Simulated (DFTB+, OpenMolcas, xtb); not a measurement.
**A ladder of methods for CH2P2 (SMILES P#CP)**

The species is CH2P2 (5 atoms), meant as a singlet with charge 0. As SMILES, `P#CP`. Geometry: relaxed at GFN2-xTB.

Each level gives the dipole moment (D). The values are calculated.

```tsv
level	kind	program	value (D)	CPU time
DFTB1	semi-empirical	DFTB+	0.65	under 2 s
DFTB3-D3(BJ)	semi-empirical	DFTB+	0.55	under 2 s
GFN2-xTB	semi-empirical	xtb	1.15	under 2 s
GFN1-xTB	semi-empirical	xtb	1.04	under 2 s
HF/STO-3G	Hartree–Fock	OpenMolcas	0.51	1.8 s
HF/3-21G	Hartree–Fock	OpenMolcas	1.07	2 s
HF/def2-SVP	Hartree–Fock	OpenMolcas	0.73	3.2 s
HF/def2-TZVP	Hartree–Fock	OpenMolcas	0.66	21 s
SVWN5/6-311G**	LDA	OpenMolcas	1.16	13 s
BP86/6-31G* (spherical functions)	GGA	OpenMolcas	1.30	11 s
```

The values span 0.51 to 1.30 D. Magnitudes only: a small dipole may point the other way at some levels. Sets without polarisation functions give poor dipoles. CPU times are rough (shared hosts, several kinds of processor): they show what a rung costs within a factor of a few.
